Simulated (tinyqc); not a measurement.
Inside a calculation. Method: harmonic frequencies on the LDA (VWN5)/sto-3g surface (energies and gradients from PySCF), for OH-, spin multiplicity 1. The basis has no diffuse functions, so it cannot describe the extra electron: this is an exercise in the method, not the real anion. One step of it, computed by the program tinyqc.

Task: One row of the Hessian: 2Hz. Displace 2Hz by +/-0.01 bohr; H(k, :) = (g(+) - g(-)) / (2 delta).

optimised positions (bohr), order 1O, 2H:
```
[[0.000000, 0.000000, -0.155431],
 [0.000000, 0.000000, 1.933657]]
```

gradient at +delta (hartree/bohr), order 1O, 2H:
```
[[0.00000000, 0.00000000, -0.00281065],
 [0.00000000, 0.00000000, 0.00281136]]
```

gradient at -delta (hartree/bohr), order 1O, 2H:
```
[[0.00000000, 0.00000000, 0.00289530],
 [0.00000000, 0.00000000, -0.00289411]]
```

Give: row of the Hessian.

Result:

row of the Hessian (hartree/bohr^2): [0.000000, 0.000000, -0.285297, 0.000000, 0.000000, 0.285274]
